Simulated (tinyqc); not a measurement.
Ways to converge the cycle: SCF convergence aids in the sto-6g basis, for H2O, spin multiplicity 3. Computed by the program tinyqc with PySCF. 

Geometry (angstrom):
```
atom       x        y       z
O     0.0000   0.0000  0.0000
H     0.0000   0.9490  0.5790
H     0.0000  -0.9080  0.5540
```

lowest solution found by these runs and by PySCF with stability checks = -75.420728 hartree

UHF with one setting changed at a time; a run stops when the energy changes by less than 1e-09 hartree and the error matrix is below 1e-5. The start is random orbitals. Damping d keeps d of the old density; a shift (hartree) raises the virtual levels; DIIS n extrapolates F over n matrices.

Largest element of the error matrix X^T (FDS - SDF) X:
```
iteration    plain  damping 0.3  damping 0.6  shift 0.4   DIIS 3   DIIS 8
1          5.1e+00      5.1e+00      5.1e+00    5.1e+00  5.1e+00  5.1e+00
2          2.9e-01      1.6e+00      3.1e+00    3.4e-01  2.9e-01  2.9e-01
3          4.0e-02      4.9e-01      1.9e+00    1.7e-01  4.0e-02  4.0e-02
4          3.0e-02      1.7e-01      1.1e+00    5.8e-02  2.9e-02  2.9e-02
5          2.1e-02      5.6e-02      6.8e-01    4.5e-02  1.2e-02  1.2e-02
6          1.5e-02      2.6e-02      4.1e-01    3.7e-02  4.1e-03  3.9e-03
8          7.5e-03      1.7e-02      1.5e-01    2.5e-02  2.2e-03  1.8e-03
10         3.7e-03      1.1e-02      6.0e-02    1.6e-02  8.5e-04  5.9e-04
14         2.2e-03      4.3e-03      1.6e-02    6.7e-03  1.7e-04  1.4e-05
20         1.2e-03      2.6e-03      7.5e-03    1.7e-03  2.7e-05        -
30         4.3e-04      1.2e-03      3.6e-03    8.0e-04        -        -
45         9.7e-05      4.4e-04      1.9e-03    3.0e-04        -        -
60         2.2e-05      1.6e-04      1.0e-03    1.1e-04        -        -
```

How each run ends:
```
run          iterations  E (hartree)                                                        state
plain               >60   -75.420728  falls steadily but slowly, by a factor of about 0.91 a step
damping 0.3         >60   -75.420727  falls steadily but slowly, by a factor of about 0.93 a step
damping 0.6         >60   -75.420709  falls steadily but slowly, by a factor of about 0.96 a step
shift 0.4           >60   -75.420728  falls steadily but slowly, by a factor of about 0.94 a step
DIIS 3               25   -75.420728                                                 lowest found
DIIS 8               16   -75.420728                                                 lowest found
```

2 of 6 runs reach the lowest solution found, in 16 to 25 iterations (fastest: DIIS 8). Not converged: plain, damping 0.3, damping 0.6, shift 0.4. DIIS 3 and DIIS 8 gain by cancelling the error over several earlier matrices, much as a quasi-Newton step does.
